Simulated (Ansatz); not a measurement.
A calculation with Ansatz (development build ahead of 0.2.0).

```yaml
crystal:
  periodic: [false, false, false]
  atoms:
    - { symbol: B, position_ang: [0.0, 0.0, -0.9155] }
    - { symbol: "N", position_ang: [0.0, 0.0, 0.71955] }
    - { symbol: H, position_ang: [0.0, -1.18029, -1.24181] }
    - { symbol: H, position_ang: [-1.02216, 0.59014, -1.24181] }
    - { symbol: H, position_ang: [1.02216, 0.59014, -1.24181] }
    - { symbol: H, position_ang: [0.0, 0.95141, 1.08871] }
    - { symbol: H, position_ang: [-0.82395, -0.47571, 1.08871] }
    - { symbol: H, position_ang: [0.82395, -0.47571, 1.08871] }
basis:
  gaussian: { orbitals: cc-pVTZ }
hamiltonian:
  xc: hf
correlation:
  method: mp2
  frozen_orbitals: { B: 1, H: 0, "N": 1 }
```

The input is written out in the form of the current development build from the run's settings.

Output:

| Item | Value |
| --- | --- |
| Converged | yes |
| Reference energy | -82.65189 hartree |
| Correlation energy | -0.36802 hartree |
| Total energy | -83.01991 hartree |
| Spin squared of the determinant | 0.000 |
